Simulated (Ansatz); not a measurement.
```yaml
crystal:
  periodic: [false, false, false]
  atoms:
    - {symbol: C, position_ang: [-0.051226, 0.649952, -0.131344]}
    - {symbol: C, position_ang: [0.244933, -0.785444, 0.215660]}
    - {symbol: F, position_ang: [-0.552363, -1.767389, -0.288680]}
    - {symbol: F, position_ang: [1.264669, -1.212319, -0.056152]}
    - {symbol: H, position_ang: [0.525728, 1.426749, 0.606819]}
    - {symbol: H, position_ang: [-1.107869, 1.009084, 0.435590]}
    - {symbol: H, position_ang: [0.004364, 0.801503, -1.080919]}
basis:
  gaussian: {orbitals: def2-TZVPD, nuclear_model: gaussian}
magnetization: {spin_polarized: true, initial_magnetization: 1}
hamiltonian: {xc: {name: B97M-V}}
relax: {f_tol: 0.0001, max_steps: 3}
output: {forces: true}
```

```sh
$ ansatz run in.yaml --threads 2 --pin off --events-out ev --progress --plain --max-ram 22528MiB --backend cuda --devices 0, --max-vram 18GiB
```

Output, abridged:

```
Functional definition: B97M-V
895 factors; their error is unknown
mean field evaluation 1: about -7548.4021 eV, gradient 3.6e1 eV
mean field evaluation 2: about -7544.5921 eV, gradient 4.3e1 eV
mean field evaluation 4: about -7553.7409 eV, gradient 2.0e0 eV
mean field evaluation 8: about -7553.7537 eV, gradient 1.0e-1 eV
mean field evaluation 16: about -7553.7308 eV, gradient 4.9e-4 eV
mean field -7553.73076824 eV, -277.5944856304 hartree, gradient 4.2e-5 eV, S^2 0.752528; 0 other end points of the search recorded, 0 dependent functions left out
reference -7553.73083959 eV, -277.5944882523 hartree; 17, 16 occupied and 164, 165 virtual orbitals, 895 factors
relax step   1: F+E_penalty+E_count = -7553.73076824 eV  Δ(F+E_penalty+E_count) = +0.000e0 eV  max|allowed force component| = 1.471e1 eV/Å  Δτ_max = 0.0000 Å  (35 SCF iters, accepted)
895 factors; their error is unknown
mean field -7555.96350990 eV, -277.6765373727 hartree, gradient 2.6e-5 eV, S^2 0.752723; 0 other end points of the search recorded, 0 dependent functions left out
reference -7555.96358142 eV, -277.6765400012 hartree; 17, 16 occupied and 164, 165 virtual orbitals, 895 factors
relax step   2: F+E_penalty+E_count = -7555.96350990 eV  Δ(F+E_penalty+E_count) = -2.233e0 eV  max|allowed force component| = 4.001e0 eV/Å  Δτ_max = 0.1950 Å  (40 SCF iters, accepted)
895 factors; their error is unknown
mean field evaluation 32: about -7556.3245 eV, gradient 5.3e-3 eV
mean field -7556.32449167 eV, -277.6898032082 hartree, gradient 2.7e-5 eV, S^2 0.752929; 0 other end points of the search recorded, 0 dependent functions left out
reference -7556.32456359 eV, -277.6898058513 hartree; 17, 16 occupied and 164, 165 virtual orbitals, 895 factors
relax step   3: F+E_penalty+E_count = -7556.32449167 eV  Δ(F+E_penalty+E_count) = -3.610e-1 eV  max|allowed force component| = 1.347e0 eV/Å  Δτ_max = 0.0733 Å  (35 SCF iters, accepted)
Error: geometry relaxation did not converge after 3 steps: max|allowed force component| = 1.35e0 eV/Å (threshold 1.0e-4). Raise `relax.max_steps` over both its present limit and 3, loosen `relax.f_tol`, or start from a geometry closer to equilibrium. Where this run's directory can be resumed (`checkpoint.write`), a resume goes on for up to `relax.max_steps` more
```

(1) Something in this input is off. What?

## Answers

(1) The relaxation is allowed too few steps for its threshold. No converged result was reached.
